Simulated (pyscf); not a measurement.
PySCF, gas phase, ωB97X-D3(BJ)/def2-SVP geometries. MP2 and CC: frozen core, UHF for open shells. ΔMP2 is the change of the MP2 total energy from the triple- to the quadruple-zeta basis.

Estimate by transition-state theory the rate constant of `[OH][BH][OH]` + `[NH3]` → `[OH2]` + `[NH2][BH][OH]` (singlet surface; B–O, H–N broken, H–O, B–N formed) at 600 K, with CCSD(T)/def2-TZVPP + ΔMP2(QZVPP) energies (ideal gas, 1 atm, RRHO with modes under 100 cm⁻¹ raised to 100, one conformer, R ln 2 for chiral ones without a mode under 150 cm⁻¹; no tunnelling).

The electronic barrier is 27.4 kcal/mol and the thermal terms add +19.9, so ΔG‡ = 47.3 kcal/mol. With k_BT/h = 1.25e+13 s⁻¹ and RT = 1.192 kcal/mol, and a volume of 8.18e-20 cm³ per molecule at 1 atm, k = 6.0e-24 cm³ molecule⁻¹ s⁻¹. Wigner's tunnelling factor for 1287i cm⁻¹ would be 1.40, likely too low at so high a frequency. A shift of 1 kcal/mol in the barrier changes k by a factor 2.3. On the reactant side the descent ends in an adduct with a B–N contact, 3.6 kcal/mol under the separated species and 29.6 kcal/mol under the saddle at ωB97X-D3(BJ)/def2-TZVP. What is counted as formed (B–N) is already present as a longer contact in the reactant adduct; forming that adduct is a step of its own. The products may also form a dative adduct at H₂N–BH–OH; it and routes through it were not searched. One saddle was located; it need not be the lowest between these sides. The CCSD(T) − MP2 part came from Ansatz, without density fitting, on the same reference.
